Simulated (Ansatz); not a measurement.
Match the barriers

Saddle point of CH8AlN, singlet (CH₆AlN ([CH3][NH][AlH2]) + H₂ → CH₅N ([CH3][NH2]) + AlH₃ (still joined by a long Al–N bond); bonds formed: Al1–H7, N2–H6; bonds broken: H6–H7; bonds weakened to dative contacts: Al1–N2), PBE0-D4/def2-TZVP structure:

Al1  (-1.195, 0.946, -0.073)
N2  (0.054, -0.339, 0.536)
C3  (0.878, -1.139, -0.352)
H4  (-2.308, 1.314, 0.994)
H5  (-1.376, 1.023, -1.646)
H6  (0.460, 1.037, 0.582)
H7  (0.260, 1.972, 0.345)
H8  (-0.087, -0.778, 1.435)
H9  (1.141, -0.549, -1.235)
H10  (0.362, -2.038, -0.710)
H11  (1.812, -1.449, 0.125)
(Å)

Ansatz 0.2.0; basis: def2-TZVPP, with def2-QZVPP for the basis limit; cores frozen in the correlated methods. Extrapolation: Hartree–Fock as exp(−7.88 √X), correlation as X^−2.97. Four methods, as single points on the PBE0-D4 structures, gave these electronic barriers from the start structure: 65.7, 71.6, 90.7, 123.6 kJ/mol.

(1) The methods were, in alphabetical order, CCSD(T), HF, PBE-D4, PBE0-D4. Which gave which? (A judgement: the text doesn't fix the answer.)

The T1 diagnostic stays at or below 0.013.

Results:

(1) Computed: PBE-D4 65.7; PBE0-D4 71.6; CCSD(T) 90.7; HF 123.6 kJ/mol. For comparison, CCSD(T) at an estimated basis limit (MP2 extrapolated from triple and quadruple zeta, plus CCSD(T) − MP2 in triple zeta) gives 89.9 kJ/mol.

Labels in which every atom is bracketed show which atoms are joined, not bond orders.

For scale, one of the runs: CCSD(T)/def2-TZVPP, 216 basis functions, launched by `ansatz run in.yaml --threads 2 --pin off --events-out ev --progress --plain --max-ram 4352MiB`. Hardware: 2 CPU threads of an Intel Xeon Platinum 8375C, shared host. Wall time 58 s; peak host memory 3.1 GiB.
